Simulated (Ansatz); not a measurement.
Two structures, one formula

Two isomers of C₂H₄B (charge -1), singlet, relaxed at PBE0-D4/def2-TZVPD (vibrations not checked).

A:

```json
{"atom": "C1", "x (Å)": "-1.0678", "y (Å)": "-1.2935", "z (Å)": "-0.1955"}
{"atom": "B2", "x (Å)": "-0.2099", "y (Å)": "-0.1649", "z (Å)": "-0.0340"}
{"atom": "C3", "x (Å)": "0.6478", "y (Å)": "0.9637", "z (Å)": "0.1276"}
{"atom": "H4", "x (Å)": "-2.1391", "y (Å)": "-1.2050", "z (Å)": "-0.3739"}
{"atom": "H5", "x (Å)": "1.1563", "y (Å)": "1.4480", "z (Å)": "-0.7056"}
{"atom": "H6", "x (Å)": "0.8541", "y (Å)": "1.4198", "z (Å)": "1.0955"}
{"atom": "H7", "x (Å)": "-0.7113", "y (Å)": "-2.3223", "z (Å)": "-0.1517"}
```

B:

```
atom    x (Å)    y (Å)    z (Å)
  B1  -1.0402   0.2371  -1.0143
  C2   0.1784  -0.2280  -0.1319
  C3   1.1205  -0.5868   0.5515
  H4  -2.0964   0.0204  -0.4179
  H5  -0.9513   1.4434  -1.2493
  H6   1.9434  -0.9002   1.1491
  H7  -1.0466  -0.3808  -2.0804
```

Ansatz 0.2.0; basis: def2-TZVPPD; cores frozen in the correlated methods. B3LYP uses VWN-RPA correlation.

Q: Which structure is lower at CCSD(T), and by how much? (Judge from chemistry; the value comes from the calculation.)

A: By the calculation: B, by 9.8 kJ/mol (electronic energy, against the other). By their contacts, A is C₂H₄B ([CH2][B][CH2]), total charge -1 and B is C₂H₄B ([BH3][C][CH]), total charge -1.

Q: Do the other methods give the same order? (Judge from chemistry; the calculation decides.)

A: Computed: Not all: PBE-D4, r2SCAN-D4, PBE0-D4 give the other order.

```
   method  E(B) − E(A) (kJ/mol)
   PBE-D4                   1.4
r2SCAN-D4                   0.6
  PBE0-D4                   4.2
 B3LYP-D4                  -1.6
  wB97M-V                  -2.9
       HF                  -7.4
      MP2                 -11.1
     CCSD                  -8.3
  CCSD(T)                  -9.8
```

T1 diagnostic: at most 0.014.

Labels in which every atom is bracketed show which atoms are joined, not bond orders.
